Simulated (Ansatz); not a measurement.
# CH₄OS (SMILES OCS): functionals against CCSD(T) at one geometry

The task here is to estimate one member of a computed series from the others.

Computed with Ansatz 0.2.0, Gaussian basis. Level: single points in def2-TZVPP.

Cores are frozen in the correlated methods.

## The starting structure

SMILES `OCS`, 7 atoms, charge 0, spin multiplicity 1.

Atoms are counted from 1 here; the program's logs count them from 0.

Bond lengths: O1–C2 1.272 Å, O1–H4 1.077 Å, C2–S3 1.708 Å, C2–H5 1.113 Å, C2–H6 1.018 Å, S3–H7 1.520 Å. Angles: C2–O1–H4 109.3°, O1–C2–S3 114.6°, O1–C2–H5 106.2°, O1–C2–H6 101.5°, S3–C2–H5 113.8°, S3–C2–H6 114.2°, H5–C2–H6 105.4°, C2–S3–H7 105.0°.

Coordinates:

```xyz
7
charge 0, multiplicity 1
O    -1.11680   -0.42970   -0.15830
C    -0.18150    0.41710    0.00640
S     1.38470   -0.25880    0.08710
H    -1.01830   -0.88450   -1.12930
H    -0.30210    1.17410   -0.80000
H    -0.47910    0.88350    0.86040
H     1.38500   -1.10170    1.35200
```

Set-up of the first run:

The input, run/in.yaml:

```yaml
crystal:
  periodic: [false, false, false]
  atoms:
    - {symbol: O, position_ang: [-1.116800, -0.429700, -0.158300]}
    - {symbol: C, position_ang: [-0.181500, 0.417100, 0.006400]}
    - {symbol: S, position_ang: [1.384700, -0.258800, 0.087100]}
    - {symbol: H, position_ang: [-1.018300, -0.884500, -1.129300]}
    - {symbol: H, position_ang: [-0.302100, 1.174100, -0.800000]}
    - {symbol: H, position_ang: [-0.479100, 0.883500, 0.860400]}
    - {symbol: H, position_ang: [1.385000, -1.101700, 1.352000]}
basis:
  gaussian: {orbitals: def2-TZVPP}
correlation: {method: ccsd_t}
output: {forces: true}
```

The command line of these runs was not kept.

Steps of the session up to this table: CCSD(T)/def2-TZVPP; PBE0-D4/def2-TZVPP; wB97M-V/def2-TZVPP; r2SCAN-D4/def2-TZVPP; PBE-D4/def2-TZVPP; B97M-V/def2-TZVPP; BLYP-D4/def2-TZVPP.

One of the session's tables, all rows but one given; the rest of the session is left out.

| method | RMS force component (eV/Å) | angle to CCSD(T) forces (°) | dipole (D) |
| --- | --- | --- | --- |
| CCSD(T) | 2.960 | reference | 0.75 |
| PBE0-D4 | 2.816 | 3.2 | 0.82 |
| wB97M-V | 2.898 | 1.5 | 0.78 |
| r2SCAN-D4 | 2.816 | 2.0 | 0.85 |
| PBE-D4 | ? | ? | ? |
| B97M-V | 2.774 | 2.6 | 0.82 |
| BLYP-D4 | 2.831 | 4.7 | 0.79 |

Q: Estimate the row for PBE-D4 from the others.

**Answer.** RMS force component (eV/Å): 2.775; angle to CCSD(T) forces (°): 4.4; dipole (D): 0.83. In the column «RMS force component (eV/Å)» it lies between B97M-V (2.774) and PBE0-D4 (2.816).
